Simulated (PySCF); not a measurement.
Ligands exchanged one at a time, Si C2H5-H. Gas-phase values, no solvent. One relaxed conformer stands for each flexible species; it need not be the lowest. Strings in code marks are SMILES.

These are B3LYP-D3(BJ)/def2-TZVP // B3LYP-D3(BJ)/def2-SVP (PySCF 2.14.0) values and carry that method's errors. B3LYP has the VWN-RPA correlation part, as in Gaussian. Delta-SCF ions had no search for a lower state. 

```tsv
species	HOMO–LUMO gap (eV)	vertical ionisation energy (Delta-SCF) (eV)	LUMO (eV)	S1 oscillator strength
0 of 4 C2H5 replaced by H (`C([Si](CC)(CC)CC)C`)	…	9.21	…	0.009
1 of 4 C2H5 replaced by H	8.48	9.55	0.83	0.015
2 of 4 C2H5 replaced by H (`CC[SiH2]CC` (C–C–Si–C torsion 180°, C–Si–C–C torsion 180°))	8.43	9.86	0.59	0.012
3 of 4 C2H5 replaced by H (`CC[SiH3]`)	8.72	…	0.42	0.051
4 of 4 C2H5 replaced by H (`[SiH4]`)	10.47	…	0.83	–
```

Question: Some entries are withheld; supply them.

Answer: 
- 0 of 4 C2H5 replaced by H (`C([Si](CC)(CC)CC)C`), HOMO–LUMO gap (eV): 8.08
- 0 of 4 C2H5 replaced by H (`C([Si](CC)(CC)CC)C`), LUMO (eV): 0.61
- 3 of 4 C2H5 replaced by H (`CC[SiH3]`), vertical ionisation energy (Delta-SCF) (eV): 10.65
- 4 of 4 C2H5 replaced by H (`[SiH4]`), vertical ionisation energy (Delta-SCF) (eV): 12.44
